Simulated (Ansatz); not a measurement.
Reaction (substitution at a C–C bond): `NC(=O)C(O)O` + CH₃NH₂ → `CNC(O)O` + `NC=O`

Program: Ansatz. Geometries: PBE0-D4/def2-TZVP. ΔE: electronic, gas phase. CBS: MP2 limit from def2 TZ/QZ plus the TZ coupled-cluster correction, frozen cores. This one scheme is used for every species. Functionals use def2-TZVPP. One conformer a species, not always the lowest.

```json
{"level": "PBE0-D4", "ΔE (kJ/mol)": "21.2", "difference from CCSD(T)/CBS": "1.9"}
{"level": "PBE0", "ΔE (kJ/mol)": "20.9", "difference from CCSD(T)/CBS": "1.6"}
{"level": "HF/def2-TZVPP", "ΔE (kJ/mol)": "11.7", "difference from CCSD(T)/CBS": "-7.6"}
{"level": "MP2/def2-TZVPP", "ΔE (kJ/mol)": "17.4", "difference from CCSD(T)/CBS": "-1.9"}
{"level": "SCS-MP2/def2-TZVPP", "ΔE (kJ/mol)": "15.5", "difference from CCSD(T)/CBS": "-3.8"}
{"level": "CCSD(T)/def2-TZVPP", "ΔE (kJ/mol)": "18.5", "difference from CCSD(T)/CBS": "-0.8"}
{"level": "MP2/def2-QZVPP", "ΔE (kJ/mol)": "17.7", "difference from CCSD(T)/CBS": "-1.6"}
{"level": "SCS-MP2/def2-QZVPP", "ΔE (kJ/mol)": "15.9", "difference from CCSD(T)/CBS": "-3.4"}
{"level": "MP2/CBS(def2)", "ΔE (kJ/mol)": "18.2", "difference from CCSD(T)/CBS": "-1.1"}
{"level": "CCSD/CBS(def2)", "ΔE (kJ/mol)": "18.1", "difference from CCSD(T)/CBS": "-1.2"}
{"level": "CCSD(T)/CBS", "ΔE (kJ/mol)": "19.3", "difference from CCSD(T)/CBS": "0"}
```

Largest T1 diagnostic among the species: 0.016.

In def2-TZVPP, CCSD(T) changes the Hartree–Fock value by +6.8 kJ/mol (the triples alone add +1.2 kJ/mol) and MP2 by +5.7 kJ/mol.
